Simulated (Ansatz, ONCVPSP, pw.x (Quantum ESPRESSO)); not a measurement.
From atom to crystal: ONCV potential for gallium

ONCVPSP 4.0.1 input, shortened (lines: element, Z, core and valence counts, functional; n l f; lmax; l rc ep ncon nbas qcut; lloc lpopt rc5 dvloc0; l nproj debl; icmod fcfact rcfact), PBEsol, scalar-relativistic:

```
  Ga 31.00    5    3  -116133      upf
    1    0    2.00
    2    0    2.00
    2    1    6.00
    3    0    2.00
    3    1    6.00
    3    2   10.00
    4    0    2.00
    4    1    1.00
    3
    0    1.55    0.00    3    7    4.50
    1    2.40    0.00    4    8    2.70
    2    1.35    0.00    4    8   13.30
    3    2.55    0.03    5    9    4.20
    4    5    1.15    6.00
    0    1    0.70
    1    2    1.80
    2    2    3.60
    3    2    1.80
    3    2.25    1.45
```

Crystal test: bcc Ga in pw.x 7.5, no spin, 14³ k-points, Fermi–Dirac smearing 0.01 Ry, cutoffs 170/680 Ry. The reference is all-electron LAPW (Ansatz 0.2.0) with the same functional, mesh and smearing; V0 and B0 come from Birch–Murnaghan fits to the pressures at five volumes. Errors are pseudo minus all-electron; Δ is the rms difference of the E(V) curves that follow from these fits, minima aligned, over ±6 % about the mean V0. Mesh and smearing are coarse, so the numbers serve the comparison and aren't converged zero-temperature values; the lattice is a test structure that the element need not adopt.

All-electron: a0 = 3.298 Å (V0 = 17.94 Å³/atom), B0 = 59.1 GPa.

Problem. How far does the potential miss the all-electron equation of state?

Solution. mean pressure error (GPa): -0.12; a0 (Å): 3.296; a0 error (%): -0.07; B0 error (%): +1.1; Δ (meV/atom): 0.5. Atomic configuration tests: 1 of 4 tests not solved or not reliable.

| V (Å³/atom) | P all-electron (GPa) | P pseudo (GPa) |
| --- | --- | --- |
| 17.214 | 2.71 | 2.59 |
| 17.667 | 0.93 | 0.81 |
| 18.120 | -0.58 | -0.70 |
| 18.573 | -1.88 | -2.00 |
| 19.026 | -2.99 | -3.11 |

Problem. At the middle volume, how do free energy and pressure move when the wave cutoff is lowered (ecutrho kept at four times it)?

Solution.

| cutoff (Ry) | shift of F (meV/atom) | shift of P (GPa) |
| --- | --- | --- |
| 76 | +46247.9 | -1363.29 |
| 102 | +5869.0 | -331.30 |
| 136 | +113.2 | -12.93 |

Input at the middle volume:

```
&control
  calculation='scf', prefix='x', pseudo_dir='./', outdir='./tmp', tstress=.true., disk_io='none'
/
&system
  ibrav=0, nat=1, ntyp=1, ecutwfc=170, ecutrho=680, nbnd=14,
  occupations='smearing', smearing='fd', degauss=0.01
/
&electrons
  conv_thr=1e-09, mixing_beta=0.4, electron_maxstep=70
/
ATOMIC_SPECIES
Ga 1.0 Ga.UPF
CELL_PARAMETERS angstrom
  -1.65462431 1.65462431 1.65462431
  1.65462431 -1.65462431 1.65462431
  1.65462431 1.65462431 -1.65462431
ATOMIC_POSITIONS crystal
Ga 0.0000 0.0000 0.0000
K_POINTS automatic
14 14 14 0 0 0
```

```bash
pw.x < Ga.scf.in > Ga.scf.out
```

Lines of the output:

```
Message from routine setup:
     using ibrav=0 with symmetry is DISCOURAGED, use correct ibrav instead
     lattice parameter (alat)  =       5.4158  a.u.
     unit-cell volume          =     122.2798 (a.u.)^3
     number of electrons       =        13.00
     number of Kohn-Sham states=           14
     kinetic-energy cutoff     =     170.0000  Ry
     charge density cutoff     =     680.0000  Ry
     scf convergence threshold =      1.0E-09
     Exchange-correlation= PBESOL
     number of k points=   104  Fermi-Dirac smearing, width (Ry)=  0.0100
     iteration #  1     ecut=   170.00 Ry     beta= 0.40
     total energy              =    -156.75368771 Ry
     estimated scf accuracy    <       0.00756673 Ry
     iteration #  2     ecut=   170.00 Ry     beta= 0.40
     total energy              =    -156.75438990 Ry
     estimated scf accuracy    <       0.00084799 Ry
     iteration #  3     ecut=   170.00 Ry     beta= 0.40
     total energy              =    -156.75439557 Ry
     estimated scf accuracy    <       0.00017638 Ry
     iteration #  4     ecut=   170.00 Ry     beta= 0.40
     total energy              =    -156.75440489 Ry
     estimated scf accuracy    <       0.00000363 Ry
     iteration #  5     ecut=   170.00 Ry     beta= 0.40
     total energy              =    -156.75440561 Ry
     estimated scf accuracy    <       0.00000031 Ry
     iteration #  6     ecut=   170.00 Ry     beta= 0.40
     total energy              =    -156.75440565 Ry
     estimated scf accuracy    <          9.8E-09 Ry
     iteration #  7     ecut=   170.00 Ry     beta= 0.40
     total energy              =    -156.75440565 Ry
     estimated scf accuracy    <          2.2E-09 Ry
     iteration #  8     ecut=   170.00 Ry     beta= 0.40
     the Fermi energy is    10.3862 ev
!    total energy              =    -156.75440565 Ry
     estimated scf accuracy    <          1.7E-10 Ry
     smearing contrib. (-TS)   =      -0.00178266 Ry
     The total energy is F=E-TS. E is the sum of the following terms:
     one-electron contribution =     -78.34769868 Ry
     hartree contribution      =      52.44714992 Ry
     xc contribution           =     -32.50343468 Ry
     ewald contribution        =     -98.34863955 Ry
     convergence has been achieved in   8 iterations
          total   stress  (Ry/bohr**3)                   (kbar)     P=       -7.05
     Message from routine punch:
     Nothing written, as per user request (disk_io='none')
```

The run at the middle volume (104 k-points, 8 iterations) took about 94 s on one core of a shared host (Intel(R) Xeon(R) Processor @ 2.60GHz, 24 threads, 31 GiB, load 5).
